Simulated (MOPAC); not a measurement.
MOPAC input (PM3):

```
PM3 FORCE THERMO(298,298) PRECISE LET GEO-OK AUX(PRECISION=9) THREADS=1
O2S

S    -0.02080802 1    0.00500597 1    0.44471759 1
O     0.02763645 1    1.14771153 1   -0.43416791 1
O     0.01180872 1   -1.15720823 1   -0.40887189 1
```

Output:

```
 *******************************************************************************
 **                                                                           **
 **                              MOPAC v23.2.5                                **
 **                                                                           **
 *******************************************************************************
 ** MOPAC's Digital Object Identifier: https://doi.org/10.5281/zenodo.6511958 **
 **                                                                           **
 ** Please cite the open-source release paper for use of this MOPAC version:  **
 ** J. E. Moussa and J. J. P. Stewart (2026)                                  **
 ** MOPAC: An open-source semiempirical molecular orbital program             **
 ** J. Open Source Softw., 11(119), 8025, https://doi.org/10.21105/joss.08025 **
 *******************************************************************************

                              PM3 CALCULATION RESULTS

 *******************************************************************************
 *  PM3        - The PM3 Hamiltonian to be used
 *  GEO-OK     - OVERRIDE INTERATOMIC DISTANCE AND OTHER SAFETY CHECKS
 *  LET        - OVERRIDE SOME SAFETY CHECKS
 *  PRECISE    - TIGHTER CRITERIA TO BE USED
 *  FORCE      - FORCE CALCULATION SPECIFIED
 *  AUX        - OUTPUT AUXILIARY INFORMATION
 *  THERMO     - THERMODYNAMIC QUANTITIES TO BE CALCULATED
 *******************************************************************************
PM3 FORCE THERMO(298,298) PRECISE LET GEO-OK AUX(PRECISION=9) THREADS=1
 O2S

   ATOM   CHEMICAL          X               Y               Z
  NUMBER   SYMBOL      (ANGSTROMS)     (ANGSTROMS)     (ANGSTROMS)

     1       S         -0.02080802  *   0.00500597  *   0.44471759  *
     2       O          0.02763645  *   1.14771153  *  -0.43416791  *
     3       O          0.01180872  *  -1.15720823  *  -0.40887189  *

          CARTESIAN COORDINATES

    NO.       ATOM           X           Y           Z

     1         S         -0.0208      0.0050      0.4447
     2         O          0.0276      1.1477     -0.4342
     3         O          0.0118     -1.1572     -0.4089

  O: (PM3): J. J. P. STEWART, J. COMP. CHEM. 10, 209 (1989).
  S: (PM3): J. J. P. STEWART, J. COMP. CHEM. 10, 209 (1989).

           Empirical Formula: O2 S  =     3 atoms

      MOLECULAR POINT GROUP   :   C2v

      RHF CALCULATION, NO. OF DOUBLY OCCUPIED LEVELS = 9

          HEAT OF FORMATION =     -50.780952 KCALS/MOLE

          CARTESIAN COORDINATE DERIVATIVES

   NUMBER  ATOM         X            Y            Z

     1       S     -0.031409     0.001659     0.000000
     2       O      0.026886     0.003044     0.000000
     3       O      0.004524    -0.004704     0.000000

 DIPOLE           X         Y         Z       TOTAL
 POINT-CHG.    -3.243    -4.310     0.000     5.393
 HYBRID         1.059     1.407    -0.000     1.761
 SUM           -2.184    -2.902     0.000     3.632

          GRADIENT NORM =   0.04200

          MOLECULAR WEIGHT =   64.06

          ROTATIONAL CONSTANTS IN CM(-1)

          A =    1.39958557   B =    0.39658692   C =    0.30902229

           PRINCIPAL MOMENTS OF INERTIA IN UNITS OF 10**(-40)*GRAM-CM**2

          A =       20.0007   B =       70.5842   C =       90.5849

          ORIENTATION OF MOLECULE IN FORCE CALCULATION

    NO.       ATOM         X         Y         Z

     1          S      -0.2605   -0.3462    0.0000
     2          O       1.1819   -0.3462    0.0000
     3          O      -0.6600    1.0398   -0.0000

    FIRST DERIVATIVES WILL BE USED IN THE CALCULATION OF SECOND DERIVATIVES

    FOR POINT-GROUP C2v  THERE ARE   4 UNIQUE SYMMETRY FUNCTIONS.


(To convert to Hartree/Bohr^2, multiply by (10^(-21) x N x a0^2)/(4.184 x 627.51) =  0.0642)

           FORCE MATRIX IN MILLIDYNES/ANGSTROM

                  S  1       O  2       O  3
 ------------------------------------------
     S    1   7.215232
     O    2   4.509109   4.566327
     O    3   4.510361   0.571306   4.566327

          HEAT OF FORMATION =     -50.780952 KCALS/MOLE

          ZERO POINT ENERGY       3.009 KCAL/MOL

           NORMAL COORDINATE ANALYSIS (Total motion = 1 Angstrom)

   Root No.       1         2         3

                 1 A1      2 A1      1 B2

                 409.6     799.6     895.4

           1   -0.1232   -0.1453   -0.2278
           2   -0.1638   -0.1931    0.1714
           3    0.0000    0.0000   -0.0000
           4   -0.1486    0.3787    0.3575
           5    0.3687    0.0180    0.0000
           6   -0.0000   -0.0000   -0.0000
           7    0.3955   -0.0876    0.0990
           8   -0.0406    0.3689   -0.3435
           9    0.0000   -0.0000    0.0000

           MASS-WEIGHTED COORDINATE ANALYSIS (NORMAL COORDINATES)

   Root No.       1         2         3

                 1 A1      2 A1      1 B2

                 409.6     799.6     895.4

           1   -0.2757   -0.3234   -0.4985
           2   -0.3664   -0.4298    0.3751
           3    0.0000    0.0000   -0.0000
           4   -0.2348    0.5955    0.5526
           5    0.5829    0.0283    0.0000
           6   -0.0000   -0.0000   -0.0000
           7    0.6251   -0.1377    0.1531
           8   -0.0642    0.5800   -0.5310
           9    0.0000   -0.0000    0.0000

          DESCRIPTION OF VIBRATIONS

 VIBRATION          1    1A1         ATOM PAIR     ENERGY CONTRIBUTION    RADIAL
 FREQUENCY           409.57         S 1 -- O 3         +50.0% ( 71.0%)      0.2%
 TRANSITION DIPOLE   2.6272         S 1 -- O 2         +50.0% ( 71.0%)      0.2%
 TRAVEL (Ang.)       0.1603
 REDUCED MASS        6.4067
 EFFECTIVE MASS     19.5582
 FORCE CONSTANT      0.6332

 VIBRATION          2    2A1         ATOM PAIR     ENERGY CONTRIBUTION    RADIAL
 FREQUENCY           799.55         S 1 -- O 3         +50.0% ( 74.5%)     80.1%
 TRANSITION DIPOLE   0.5821         S 1 -- O 2         +50.0% ( 74.5%)     80.1%
 TRAVEL (Ang.)       0.1120
 REDUCED MASS        6.7235
 EFFECTIVE MASS     20.1209
 FORCE CONSTANT      2.5324

 VIBRATION          3    1B2         ATOM PAIR     ENERGY CONTRIBUTION    RADIAL
 FREQUENCY           895.39         S 1 -- O 2         +50.0% ( 75.7%)     88.7%
 TRANSITION DIPOLE   3.8171         S 1 -- O 3         +50.0% ( 75.7%)     88.7%
 TRAVEL (Ang.)       0.0980
 REDUCED MASS        7.8413
 EFFECTIVE MASS     21.5941
 FORCE CONSTANT      3.7039

      SYMMETRY NUMBER FOR POINT-GROUP C2v =  2

          SYSTEM IS A GROUND STATE

 O2S

          MOLECULE IS NOT LINEAR

          THERE ARE  3 GENUINE VIBRATIONS IN THIS SYSTEM
          THIS THERMODYNAMICS CALCULATION IS LIMITED TO
          MOLECULES WHICH HAVE NO INTERNAL ROTATIONS

                    CALCULATED THERMODYNAMIC PROPERTIES
                                          *
   TEMP. (K)   PARTITION FUNCTION   H.O.F.    ENTHALPY  HEAT CAPACITY ENTROPY
                                   KCAL/MOL   CAL/MOLE    CAL/K/MOL  CAL/K/MOL

 298.00  VIB.     0.1202D+01                   271.7230     2.6056     1.2767
         ROT.     0.6378D+04                   888.2803     2.9808    20.3901
         INT.     0.7664D+04                  1160.0033     5.5864    21.6668
         TRA.     0.4957D+27                  1480.4672     4.9680    38.3882
         TOT.                      -50.781    2640.4705    10.5544    60.0550

   *: NOTE: HEATS OF FORMATION ARE RELATIVE TO THE
            ELEMENTS IN THEIR STANDARD STATE AT 298K
              (=  Standard Enthalpy of Formation).

            Hvib:  Zero-point energy is not included.
                   frequencies of less than zero cm-1 are not included.
            Hrot = (3/2)RT
            Htra = (3/2)RT + pV = (5/2)RT

            Heat capacity is Cp, not Cv

          For more information, see: HTTP://OpenMOPAC.net/Manual/thermochemistry.html

           FORCE CONSTANT IN CARTESIAN COORDINATES (Millidynes/A)

    ATOM   CHEMICAL       X               Y               Z
   NUMBER   SYMBOL  FORCE CONSTANT  FORCE CONSTANT  FORCE CONSTANT

      1       S        5.267810        4.786747        0.000221
      2       O        4.531823        0.542736       -0.000373
      3       O        0.909981        4.164577       -0.000373

 **********************
 *                    *
 * JOB ENDED NORMALLY *
 *                    *
 **********************

 == MOPAC DONE ==
```
